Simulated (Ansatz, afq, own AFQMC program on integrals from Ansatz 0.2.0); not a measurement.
AFQMC on a folder of integrals that Ansatz 0.2.0 wrote.

```yaml
crystal:
  periodic: [false, false, false]
  atoms:
    - {symbol: Ga, position_ang: [0.000000, 0.000000, -1.214166]}
    - {symbol: Ga, position_ang: [0.000000, 0.000000, 1.268134]}
    - {symbol: H, position_ang: [0.000000, 1.421600, -1.866566]}
    - {symbol: H, position_ang: [0.000000, -1.421600, -1.866566]}
basis:
  gaussian: {orbitals: cc-pVDZ}
magnetization: {spin_polarized: false, initial_magnetization: 2}
correlation: {method: ccsd_t, electrons: outside_noble_gas, hamiltonian_folder: ham}
```

```sh
$ ansatz run in.yaml --threads 1 --pin off --events-out ev --progress --plain --max-ram 1382MiB
```

Options of the walk:

```
--method phaseless --trial cisd --walkers 60 --populations 1 --least-time 40 --time-step 0.005 --steps-per-block 50 --equilibration-blocks 28 --max-blocks 300 --target-error 0.00034 --factor-cut 1e-05 --start spin_pure --seed 2045 --release-times 0.24,0.51,0.99,1.62,2.4 --release-step 0.03 --release-every 4 --taylor-order 6
```

Times are imaginary, in 1/Eh. The walk had a cap of 932 s. Filled inner d shells are frozen with the cores.

afq prints:

```
orbitals 36  electrons 5 3  factors 299 of 732
reference energy -3847.54521184 Eh
CCSD correlation -0.13191167 Eh in 11 cycles, weight of the determinant in the CISD state 0.8835
energy of the start -3847.677120 Eh
 block  time / (1/Eh)  mean weight  energy / Eh
     1     0.250  0.9987  -3847.675798
     2     0.500  0.9998  -3847.676063
     3     0.750  0.9989  -3847.676481
     4     1.000  1.0002  -3847.677290
     5     1.250  1.0000  -3847.678970
    10     2.500  0.9991  -3847.680903
    29     7.250  1.0001  -3847.682341
    49    12.250  1.0000  -3847.682970
    69    17.250  0.9991  -3847.680642
    89    22.250  1.0019  -3847.681065
   109    27.250  0.9991  -3847.684073
   129    32.250  0.9987  -3847.681107
   137    34.250  0.9983  -3847.687419
   149    37.250  0.9988  -3847.682073
   169    42.250  0.9998  -3847.681047
   185    46.250  1.0020  -3847.680016
blocks merged  error / Eh  count
     1  0.000147  160
     2  0.000188  80
     4  0.000243  40
     8  0.000292  20
    16  0.000317  10
released: time / (1/Eh)  energy / Eh  error  mean overlap
  0.24  -3847.682168  0.000274  0.9852
  0.51  -3847.682336  0.000219  0.9723
  0.99  -3847.682332  0.000236  0.9692
  1.62  -3847.682300  0.000251  0.9675
  2.40  -3847.682261  0.000287  0.9561
energy -3847.681978 +/- 0.000292 Eh
(rows thinned)
```

The run passed its tests (sampling time, drift between the halves within three errors, error under three times the target), which doesn't prove that it has relaxed.

Against this walk (error 7.9 meV) on the same determinant: CCSD(T) 31.9 meV higher, CCSDT(Q) 3.3 meV lower (within the noise). The error is statistical and leaves out the bias of the constraint. Released to 2.40 1/Eh the energy moves by -8 ± 11 meV (both errors), within twice the noise.

Cautions: constraint bias not in the error; no relativity below Rb; no spin-orbit coupling; inner d shell frozen; lower spins were not checked.

The walk took 2.4 min on 1 thread of Intel(R) Xeon(R) 6975P-C (Granite Rapids) (shared host). The log's last line is the phaseless energy.

CCSDT and higher add their correlation energy to the determinant of the CCSD(T) run, since their own runs factorise the integrals more tightly (a shift of under 2 meV). A walk keeps the symmetry of its determinant, which the program's search chose and which needn't be the lowest solution, so a lower state of the same spin and another symmetry isn't excluded.
